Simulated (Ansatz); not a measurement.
**SbH2⁺, triplet: the ladder up to full CI**

Geometry: a point of a bend scan, not a stationary point.

```tsv
atom	x (Å)	y (Å)	z (Å)
Sb	0.0000	-0.0169	0.0000
H	0.0000	1.0205	-1.3350
H	0.0000	1.0205	1.3350
```

Basis def2-SVP with its core potentials; Ansatz 0.2.0. Correlated methods freeze the noble-gas cores and the filled d shells of p-block atoms, which leaves 6 electrons in 27 orbitals. R marks a restricted (for open shells ROHF) determinant, U an unrestricted one. Active spaces: pair = (4e, 4o) about the gap; valence = (6e, 6o) chosen from the atoms' valence shells. No spin–orbit coupling is included; scalar relativity enters through the core potentials alone.

Full CI is exact within this basis and frozen core; it isn't the basis-set limit. The frozen core follows each run's orbitals, which can shift R against U totals by a few meV for light atoms and by up to 0.1 eV past Ca.

For open shells CISD is restricted-active-space CI with the open shells as a complete middle space.

- UHF ⟨S²⟩: 2.006
- T1 diagnostic (RCCSD): 0.0192
- largest doubles amplitude (RCCSD): 0.058

```
   level  E − E(RHF) (eV)
    RMP2          -1.8502
   RCCSD          -2.4180
RCCSD(T)          -2.4701
```

**Question.** Estimate how far full CI in def2-SVP lies from RCCSD(T). The table doesn't fix it; the size of (T) and the diagnostics are the guide.

**Answer.** Full CI in def2-SVP lies 1.6 kJ/mol below RCCSD(T), which is 32 % of the (T) step (-5.0 kJ/mol). The diagnostics give no warning, yet the rest is a sizeable part of (T).

The other levels:

```json
{"level": "CISD", "E − E(full CI) (kJ/mol)": "11.4", "share of correlation (%)": "95.27", "wall time": "0.78 s"}
{"level": "BCCD(T)", "E − E(full CI) (kJ/mol)": "1.6", "share of correlation (%)": "99.33", "wall time": "0.81 s"}
{"level": "RCCSDT", "E − E(full CI) (kJ/mol)": "0.0", "share of correlation (%)": "100.00", "wall time": "–"}
{"level": "RCCSDT(Q)", "E − E(full CI) (kJ/mol)": "-0.1", "share of correlation (%)": "100.03", "wall time": "3.6 s"}
{"level": "CASSCF (valence space)", "E − E(full CI) (kJ/mol)": "139.4", "share of correlation (%)": "41.91", "wall time": "–"}
{"level": "NEVPT2 (valence space)", "E − E(full CI) (kJ/mol)": "37.8", "share of correlation (%)": "84.23", "wall time": "0.82 s"}
{"level": "MRCISD (valence space)", "E − E(full CI) (kJ/mol)": "4.3", "share of correlation (%)": "98.21", "wall time": "–"}
{"level": "MRCISD+Q (valence space)", "E − E(full CI) (kJ/mol)": "-0.2", "share of correlation (%)": "100.07", "wall time": "1.2 s"}
{"level": "MRCISD+Q(relaxed) (valence space)", "E − E(full CI) (kJ/mol)": "-1.7", "share of correlation (%)": "100.71", "wall time": "1.3 s"}
```

The correlation energy at full CI, counted from RHF, is -2.487 eV. That run took 9.5 s on 1 thread of Arm Neoverse V1, shared host over 2,129,664 determinants.

Run but not shown, since their state or frozen core can't be matched to the reference's or they repeat it: UHF, UMP2, UCCSD, UCCSD(T), UCCSDT, UCCSDT(Q), CASSCF (pair space), NEVPT2 (pair space), MRCISD (pair space), MRCISD+Q (pair space).

Times hold each run's SCF and search for its determinant on a shared host, so for small cases they say little of a method's own cost; they ran on 1 thread of Arm Neoverse V1.

More than 5 meV below full CI, which no variational method can be: MRCISD+Q(relaxed) (valence space).

The full-CI state has the irrep B1 of C2v, in the program's axes.

Natural occupations of full CI about the gap: 1.959 1.934 0.998 0.990 0.036 0.032 0.008 0.008 0.008 0.006; effectively unpaired electrons, Σ n²(2−n)², 2.03.
